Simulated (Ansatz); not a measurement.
`OCC=S` + H₂ → `CC=S` + H₂O at 400 K and 1 bar (hydrogenolysis of a C–O bond).

Program: Ansatz. Geometries: PBE0-D4/def2-TZVP. ΔE: electronic, gas phase. CCSD(T)/CBS adds triple-zeta CCSD(T) − MP2 to the extrapolated MP2 energy (def2 sets, frozen cores). This one scheme is used for every species. Each species was taken in one conformer, which may not be the lowest.

```
species  CCSD(T)/CBS energy (Eh)  H − E (kJ/mol)  S (J/(mol·K))
`OCC=S`               -551.42489           177.3          314.2
     H₂                 -1.17544            38.0          139.0
 `CC=S`               -476.26007           160.4          291.1
    H₂O                -76.37941            69.8          198.6
```

H − E and S are ideal-gas, rigid-rotor, harmonic terms from PBE0-D4/def2-TZVP, for one conformer and one mirror image of each species. The MP2-based limit puts H₂ 0.8 mEh under its directly extrapolated value; such offsets cancel only in part. 1 Eh = 2625.50 kJ/mol, R = 8.31446 J/(mol·K).

Task: By hand: ΔE, ΔH, ΔS and ΔG.

Result: ΔE = (-476.26007) + (-76.37941) − (-551.42489) − (-1.17544) = -0.03915 Eh = -102.8 kJ/mol. Δ(H − E) = 160.4 + 69.8 − 177.3 − 38.0 = 14.9, so ΔH = -87.9 kJ/mol. ΔS = 291.1 + 198.6 − 314.2 − 139.0 = 36.5 J/(mol·K). ΔG = -87.9 − 400 × (36.5)/1000 = -102.5 kJ/mol.

Task: By hand: the equilibrium constant, and the temperature at which ΔG would vanish if ΔH and ΔS stayed fixed.

Result: log₁₀ K = −ΔG/(RT ln 10) = 13.4. ΔH and −TΔS have one sign here, so there is no such temperature.

ΔH outweighs TΔS. A doubt of 5 kJ/mol in ΔE shifts log₁₀ K by 0.7 here. Other conformers and mirror images would add mixing entropy, several J/(mol·K) or more a flexible species. These are equilibria of isolated gas molecules and say nothing of rates. Largest T1 diagnostic: 0.016 (customary marks: 0.02 for closed shells, 0.045 for open ones).
